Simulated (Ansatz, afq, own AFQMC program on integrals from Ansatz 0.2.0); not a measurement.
Where AFQMC and coupled cluster stand for AlGa, singlet

| atom | x (Å) | y (Å) | z (Å) |
| --- | --- | --- | --- |
| Al | 0.0000 | 0.0000 | 0.0000 |
| Ga | 0.0000 | 0.0000 | 3.5930 |

Basis cc-pVDZ. Only valence electrons are correlated. Integrals, coupled cluster, full CI and functionals: Ansatz 0.2.0; the random walks run on the same integrals in our own AFQMC program. ph-AFQMC/CISD is guided by a CISD state made of CCSD amplitudes; releasing the constraint for a short imaginary time cuts its bias at the price of noise, slowly where states lie close. Error bars are statistical, one sigma. No spin–orbit coupling.

Determinant: RHF, the one that the program's search chose, which needn't be the lowest solution. The geometry is a point of a scan.

Full CI on the same integrals is exact in this basis and with this determinant's frozen core.

Cautions: no relativity below Rb; no spin-orbit coupling; inner d shell frozen; another spin lies lower; restricted determinant unstable towards unrestricted (UHF 394 meV lower, ⟨S²⟩ 1.01); strong correlation (T1 0.021, weight of the determinant 0.83, largest double 0.21); the released energies are still falling, so no released level is given (meV from the phaseless value at times in 1/Eh: -4 ± 3 at 0.24, -8 ± 3 at 0.51, -11 ± 3 at 0.99, -16.3 ± 2.1 at 1.62, -20 ± 3 at 2.40).

The T1 diagnostic is 0.0214 and the weight of the determinant in the CISD state is 0.828. The size of the correlated space is 6 electrons in 26 orbitals.

Reference: full CI, correlation energy -3.361 eV.

```json
{"level": "HF", "E − E(reference) (kJ/mol)": "324.3", "share of correlation (%)": "0.00"}
{"level": "MP2", "E − E(reference) (kJ/mol)": "110.3", "share of correlation (%)": "65.97"}
{"level": "CCSD", "E − E(reference) (kJ/mol)": "16.5", "share of correlation (%)": "94.92"}
{"level": "CCSD(T)", "E − E(reference) (kJ/mol)": "5.5", "share of correlation (%)": "98.31"}
{"level": "CCSDT", "E − E(reference) (kJ/mol)": "1.7", "share of correlation (%)": "99.49"}
{"level": "CCSDT(Q)", "E − E(reference) (kJ/mol)": "0.5", "share of correlation (%)": "99.84"}
{"level": "CCSDTQ", "E − E(reference) (kJ/mol)": "0.1", "share of correlation (%)": "99.97"}
{"level": "ph-AFQMC/CISD", "E − E(reference) (kJ/mol)": "4.0 ± 0.3", "share of correlation (%)": "98.76"}
```

CCSDT and higher add their correlation energy to the determinant of the CCSD(T) run, since their own runs factorise the integrals more tightly (a shift of under 2 meV). A walk keeps the symmetry of its determinant, which the program's search chose and which needn't be the lowest solution, so a lower state of the same spin and another symmetry isn't excluded.
